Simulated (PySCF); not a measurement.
Record of a relaxation.

Methylamine, CH5N.
Bonds: C1–N2. Hydrogens: H3, H4, H5 on C1; H6, H7 on N2.

Computed by this run: PySCF 2.14.0, PBE0-D3(BJ)/def2-SVP geometry optimisation, gas phase; density fitting, grid level 1; the optimiser is geomeTRIC in internal coordinates, started from a GFN2-xTB structure with every atom displaced at random (about 0.01 Å). The frame can shift and turn from step to step; on so coarse a grid that alone can change the energy by a few meV, and forces under 0.02 eV/Å are noise.

Step 0: E = -2603.2460 eV, largest atomic force 1.310 eV/Å
```
atom  x, y, z in Å  |  force x, y, z in eV/Å
C1     -0.551    0.014    0.003   -0.241   1.256  -0.281
N2      0.847    0.102    0.273    0.568   0.386   0.255
H3     -1.084   -0.472    0.818   -0.175  -0.267   0.306
H4     -0.797   -0.482   -0.936   -0.392  -0.406  -0.478
H5     -0.964    1.049   -0.071    0.013  -0.432   0.055
H6      1.238   -0.823    0.342    0.349  -0.399   0.015
H7      1.345    0.582   -0.479   -0.123  -0.139   0.129
```

Step 1: E = -2603.2818 eV, largest atomic force 0.150 eV/Å
```
atom  x, y, z in Å  |  force x, y, z in eV/Å
C1     -0.586    0.023   -0.020    0.005  -0.149   0.017
N2      0.822    0.095    0.305   -0.003  -0.026   0.023
H3     -1.129   -0.501    0.785    0.034   0.026  -0.059
H4     -0.845   -0.487   -0.975    0.011   0.026   0.050
H5     -1.010    1.036   -0.070   -0.019   0.073  -0.003
H6      1.233   -0.837    0.343   -0.042   0.051  -0.010
H7      1.330    0.598   -0.419    0.014  -0.001  -0.019
```

Step 2: E = -2603.2822 eV, largest atomic force under 0.02 eV/Å
```
atom  x, y, z in Å  |  force x, y, z in eV/Å
C1     -0.585    0.022   -0.020   -0.013   0.002  -0.004
N2      0.822    0.096    0.306    0.005   0.007   0.009
H3     -1.128   -0.502    0.783    0.002   0.000  -0.002
H4     -0.843   -0.488   -0.973    0.002   0.006   0.001
H5     -1.010    1.037   -0.070   -0.003  -0.005   0.000
H6      1.229   -0.836    0.343    0.006  -0.004   0.001
H7      1.330    0.597   -0.420    0.002  -0.007  -0.005
```

**Question.** Summarise the path.

**Answer.** The energy falls by 0.83 kcal/mol from step 0 to step 2; nine tenths of that is first reached at step 1. It falls at every step. The largest force goes from 1.310 to under 0.02 eV/Å. Among the bonds C1–H4 changes most, from 1.090 to 1.111 Å; the atoms move by 0.023 Å rms after alignment.

What follows is the cost of the whole optimisation. The run took 2.0 s on an Intel Xeon Platinum 8488C with one thread, shared host, and the process peaked at 0.27 GiB of memory.
